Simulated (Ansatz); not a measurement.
# BNH (quartet): from Hartree-Fock to the top rungs at distance N2–H3 = 1.618 Å, 6-31G

Aim: climb from Hartree-Fock through coupled cluster and multireference methods for BNH (quartet) at one geometry and basis, and see what each rung misses.

Program: Ansatz 0.2.0, Gaussian basis. Level of theory: 6-31G, core rule «outside noble gas», up to 2 orbitals frozen. These are calculated values, not measurements.

The runs, in order: UHF; CCSD(T) on ROHF; CCSD(T) on UHF; BCCD(T) on ROHF; CISD; CCSDT(Q) on ROHF; CCSDT(Q) on UHF; CCSDTQ on ROHF; CASSCF and MRCISD+Q, 5 electrons in 5 orbitals; CASSCF and NEVPT2, 5 electrons in 5 orbitals; CASSCF and MRCISD+Q, 9 electrons in 9 orbitals; CASSCF and NEVPT2, 9 electrons in 9 orbitals; Full CI.

20 further runs of the same task are left out: 1 for a mislabelled method, 1 for a known fault of the program, 12 that didn't finish, 6 set aside as unsound or not needed.

## 1. The system

The geometry derives from a PBE0/def2-TZVP stationary point (not a proven minimum). One bond is set to the value named and the two fragments are kept rigid.

3 atoms, charge 0, spin multiplicity 4.

Atoms are counted from 1 here; the program's logs count them from 0.

Bond lengths: B1–N2 1.465 Å.

Geometry (Å):

```xyz
3
BHN
B     0.0000    0.0598    0.8751
N     0.0000   -0.1376   -0.5766
H     0.0000    1.2710   -1.3727
```

## 2. UHF

in.yaml reads:

```yaml
crystal:
  periodic: [false, false, false]
  atoms:
    - {symbol: B, position_ang: [0.000000, 0.059771, 0.875067]}
    - {symbol: N, position_ang: [0.000000, -0.137598, -0.576635]}
    - {symbol: H, position_ang: [0.000000, 1.271018, -1.372704]}
basis:
  gaussian: {orbitals: 6-31G}
magnetization: {spin_polarized: true, initial_magnetization: 3}
hamiltonian: {xc: hf}
output: {orbitals: {seedname: orbitals}}
```

On the command line:

```sh
> ansatz run in.yaml --threads 1 --pin off --events-out ev --progress --plain --max-ram 2393MiB
```

After this run come: CCSD(T) on ROHF; CCSD(T) on UHF; BCCD(T) on ROHF; CISD; CCSDT(Q) on ROHF; CCSDT(Q) on UHF; CCSDTQ on ROHF; CASSCF and MRCISD+Q, 5 electrons in 5 orbitals; CASSCF and NEVPT2, 5 electrons in 5 orbitals; CASSCF and MRCISD+Q, 9 electrons in 9 orbitals; CASSCF and NEVPT2, 9 electrons in 9 orbitals; Full CI.

Before running them: what should the planned runs give, taken together? Wanted: FCI below the RHF energy; RMP2 from FCI; UMP2 from FCI; RCCSD from FCI; RCCSD(T) from FCI; UCCSD(T) from FCI; RCCSDT(Q) from FCI; UCCSDT(Q) from FCI; NEVPT2 pair from FCI.

As calculated:

| quantity | value |
| --- | --- |
| FCI below the RHF energy | -4.7859 eV |
| RMP2 from FCI | +78.1 kJ/mol |
| UMP2 from FCI | +118.7 kJ/mol |
| RCCSD from FCI | +25.3 kJ/mol |
| RCCSD(T) from FCI | +5.6 kJ/mol |
| UCCSD(T) from FCI | +6.8 kJ/mol |
| RCCSDT(Q) from FCI | +0.2 kJ/mol |
| UCCSDT(Q) from FCI | -0.6 kJ/mol |
| NEVPT2 pair from FCI | +80.3 kJ/mol |
| MRCISD+Q pair from FCI | +25.7 kJ/mol |
| NEVPT2 valence from FCI | +34.4 kJ/mol |
| levels within 1 kcal/mol (43 meV) | RCCSDT, UCCSDT, RCCSDT(Q), UCCSDT(Q), RCCSDTQ, MRCISD+Q valence |
| T1 diagnostic | 0.061 |
| effectively unpaired electrons | 3.13 |

In words: RCCSD(T) lands +5.6 kJ/mol from the yardstick (1.2 % of the correlation energy). UCCSDT(Q) falls below full CI: unrestricted runs freeze a spin-polarised core, another one than full CI's, and coupled cluster isn't variational. The occupations are near whole numbers, but T1 = 0.061 shows that the orbitals relax strongly. Of the multireference levels listed MRCISD+Q valence comes nearest in total energy (+2.3 kJ/mol), which doesn't show that its space is the better one. These misses are within one basis, not against nature; the frozen cores of restricted and unrestricted runs differ, which can shift their rows.
